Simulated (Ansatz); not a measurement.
The inner images of a band of Cl2H2Si + H (6 atoms, charge 0, multiplicity 2) are given out of order.

All numbers below come from UHF/def2-SVP (Ansatz).

Initial state:

```xyz
6
Properties=species:S:1:pos:R:3
Si -0.015 0.000 -0.391
H -0.036 0.000 1.075
H 1.346 0.000 -0.935
Cl -0.985 1.686 -1.064
Cl -0.985 -1.686 -1.064
H 0.045 0.000 4.854
```

Final state:

```xyz
6
Properties=species:S:1:pos:R:3
Si -0.025 0.000 -0.893
H -0.216 0.000 3.653
H 1.370 0.000 -1.368
Cl -0.966 1.694 -1.604
Cl -0.966 -1.694 -1.604
H 0.174 0.000 4.291
```

Q: Put them in order from the first end to the last, with their energies above the first end.
A.
```xyz
6
Properties=species:S:1:pos:R:3
Si 0.028 0.000 -0.737
H -0.107 0.000 3.269
H 1.376 0.000 -1.336
Cl -0.972 1.694 -1.363
Cl -0.972 -1.694 -1.363
H 0.018 0.000 4.005
```
B.
```xyz
6
Properties=species:S:1:pos:R:3
Si 0.008 0.000 -0.009
H -0.020 0.000 1.689
H 1.378 0.000 -0.543
Cl -0.966 1.689 -0.676
Cl -0.966 -1.689 -0.676
H -0.064 0.000 2.690
```
C.
```xyz
6
Properties=species:S:1:pos:R:3
Si 0.034 0.000 -0.387
H -0.010 0.000 2.540
H 1.377 0.000 -0.990
Cl -0.977 1.697 -0.986
Cl -0.977 -1.697 -0.986
H -0.075 0.000 3.283
```
D.
```xyz
6
Properties=species:S:1:pos:R:3
Si 0.015 0.000 -0.219
H -0.006 0.000 2.167
H 1.381 0.000 -0.766
Cl -0.986 1.703 -0.812
Cl -0.986 -1.703 -0.812
H -0.048 0.000 2.918
```
E.
```xyz
6
Properties=species:S:1:pos:R:3
Si 0.008 0.000 -0.253
H 0.048 0.000 1.212
H 1.347 0.000 -0.848
Cl -0.993 1.685 -0.883
Cl -0.993 -1.685 -0.883
H -0.046 0.000 4.131
```
F.
```xyz
6
Properties=species:S:1:pos:R:3
Si 0.061 0.000 -0.569
H -0.043 0.000 2.905
H 1.376 0.000 -1.236
Cl -0.973 1.694 -1.138
Cl -0.973 -1.694 -1.138
H -0.077 0.000 3.651
```
G.
```xyz
6
Properties=species:S:1:pos:R:3
Si 0.012 0.000 -0.108
H 0.033 0.000 1.355
H 1.361 0.000 -0.680
Cl -0.981 1.687 -0.744
Cl -0.981 -1.687 -0.744
H -0.073 0.000 3.396
```

A: E (+0.5 kJ/mol), G (+7.8 kJ/mol), B (+69.1 kJ/mol), D (+9.5 kJ/mol), C (-11.4 kJ/mol), F (-17.1 kJ/mol), A (-18.2 kJ/mol).

The run took 90 s on 1 thread of Arm Neoverse V2, with other jobs on the host, peak memory 0.15 GiB.
